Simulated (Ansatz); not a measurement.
Wavefunction ladder for BH5O (`[BH3-][OH2+]`)

```xyz
7

B     0.467   -0.490   -0.221
O    -0.500    0.861    0.075
H     0.221   -0.725   -1.376
H     1.570   -0.062    0.004
H     0.060   -1.310    0.570
H    -0.396    1.115    0.999
H    -1.422    0.610   -0.050
```

Charge 0, multiplicity 1. The geometry is a stationary point of PBE0-D4/def2-TZVP. Frozen core, restricted reference, Ansatz 0.2.0. CBS rows extrapolate triple and quadruple zeta.

```json
{"basis": "def2-SVP", "HF (Eh)": "-102.34791", "MP2 corr.": "-0.31006", "CCSD corr.": "-0.33981", "(T)": "-0.00635", "CCSD(T) total": "-102.69407"}
{"basis": "def2-TZVPP", "HF (Eh)": "-102.47272", "MP2 corr.": "-0.39021", "CCSD corr.": "-0.41520", "(T)": "-0.01224", "CCSD(T) total": "-102.90016"}
{"basis": "def2-QZVPP", "HF (Eh)": "-102.47794", "MP2 corr.": "-0.41800", "CCSD corr.": "-0.43834", "(T)": "-0.01388", "CCSD(T) total": "-102.93016"}
{"basis": "CBS(def2)", "HF (Eh)": "-102.47866", "MP2 corr.": "-0.43859", "CCSD corr.": "-0.45548", "(T)": "-0.01510", "CCSD(T) total": "-102.94924"}
{"basis": "cc-pV(D+d)Z", "HF (Eh)": "-102.43174", "MP2 corr.": "-0.31138", "CCSD corr.": "-0.34178", "(T)": "-0.00651", "CCSD(T) total": "-102.78003"}
{"basis": "cc-pV(T+d)Z", "HF (Eh)": "-102.46834", "MP2 corr.": "-0.39148", "CCSD corr.": "-0.41601", "(T)": "-0.01242", "CCSD(T) total": "-102.89677"}
{"basis": "cc-pV(Q+d)Z", "HF (Eh)": "-102.47639", "MP2 corr.": "-0.41898", "CCSD corr.": "-0.43922", "(T)": "-0.01389", "CCSD(T) total": "-102.92950"}
{"basis": "CBS(cc)", "HF (Eh)": "-102.47882", "MP2 corr.": "-0.43855", "CCSD corr.": "-0.45575", "(T)": "-0.01494", "CCSD(T) total": "-102.94951"}
```
